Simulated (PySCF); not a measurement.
Spectra and structures to be paired. Theory: TDDFT wB97X-D/def2-SVPD, vertical, gas phase, core orbitals frozen in the response (PySCF 2.14.0, density-fitted response routines). Geometries: PBE0-D3(BJ)/def2-SVP; one conformer of each isolated species. Triplets are in the Tamm–Dancoff approximation.

A. `CP(C#CP)CO`
B. `C#CCCl`
C. `C1CNN(C=C)[C@H]1C`

Lowest singlet levels (six at most, fewer where fewer were computed) with oscillator strengths:

1. 5.10 eV (f 0.010); 5.32 eV (f 0.011); 5.39 eV (f 0.034); 6.26 eV (f 0.649); 6.67 eV (f 0.059); 6.72 eV (f 0.021); T1 4.38 eV
2. 5.55 eV (f 0.086); 5.74 eV (f 0.149); 6.23 eV (f 0.002); 6.75 eV (f 0.016); 7.01 eV (f 0.009); 7.16 eV (f 0.014); T1 3.94 eV
3. 5.96 eV (f 0.000); 6.50 eV (f 0.036); 6.88 eV (f 0.000); 6.98 eV (f 0.002); 7.05 eV (f 0.004); 7.85 eV (f 0.038); T1 5.16 eV

Problem. Match each spectrum to its molecule.

Solution. 1 = A, 2 = C, 3 = B.
- A: S1 at 5.10 eV, HOMO→LUMO+1 (57%), HOMO→LUMO (17%), HOMO-1→LUMO (12%); Löwdin shares by element: HOMO phosphorus 44% or more, carbon 37% or more (atoms not listed hold the other 19%); LUMO carbon 42% or more, phosphorus 33% (atoms not listed hold the other 25%); HOMO -8.49 and LUMO 1.19 eV.
- B: S1 at 5.96 eV, HOMO→LUMO (86%); Löwdin shares by element: HOMO carbon 76%, chlorine 14%; LUMO carbon 55%, chlorine 37%; HOMO -10.09 and LUMO 1.24 eV; point group Cs, 2 of its 6 listed states under f = 0.0005.
- C: S1 at 5.55 eV, HOMO→LUMO (73%), HOMO→LUMO+1 (11%), HOMO→LUMO+2 (9%); Löwdin shares by element: HOMO nitrogen 48%, carbon 34% or more (atoms not listed hold the other 18%); LUMO carbon 34% or more, hydrogen 8% or more (atoms not listed hold the other 59%); HOMO -7.37 and LUMO 2.31 eV.
